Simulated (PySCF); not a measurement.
Isomers C4H8O2:

A. SMILES CC(C)C(=O)O
B. `CCCC(=O)O`
C. SMILES C1COCCO1

Spectrum 1. ¹³C{¹H} NMR (computed): δ 71.2 (CH2).

Spectrum 2. ¹³C{¹H} NMR (computed): δ 182.5 (C), 36.4 (CH), 21.7 (CH3).

Spectrum 3. ¹³C{¹H} NMR (computed): δ 178.3 (C), 37.5 (CH2), 21.9 (CH2), 15.6 (CH3).

Theoretical values (PySCF 2.14): structure optimised with GFN2-xTB, J couplings at B3LYP/pcJ-1 (spin–dipole term left out of most H,H and C,H couplings), NMR shieldings at PBE0/pcSseg-1/GIAO. Non-relativistic Hamiltonian, fast rotation and ring inversion assumed for equivalent nuclei, a single conformation, gas phase.

Referencing at the same level of theory: ¹³C against TMS. Acid and N–H amide carbonyl carbons lie up to 10 ppm further downfield in solution (hydrogen bonding). Shifts are as computed. Against solution values, carbons near 30 ppm lie about +3 ppm off and those near 130 ppm about +5 ppm. Of 1211 compounds with measured shifts, 218 miss one by over three times the rms of a fit or turn the order of signals round; such compounds aren't used in these exercises.

Q: Which spectrum belongs to which compound?

A: 1–C, 2–A, 3–B.

- Spectrum 1 (C): a single ¹³C signal, at 71.2 ppm (sp3 CH2 bonded to O).
- Spectrum 2 (A): 3 ¹³C signals; δC 182.5 is a carboxylic acid carbon; δC 36.4 is an sp3 CH α to a carbonyl.
- Spectrum 3 (B): 4 ¹³C signals; δC 178.3 is a carboxylic acid carbon; δC 37.5 is an sp3 CH2 α to a carbonyl.
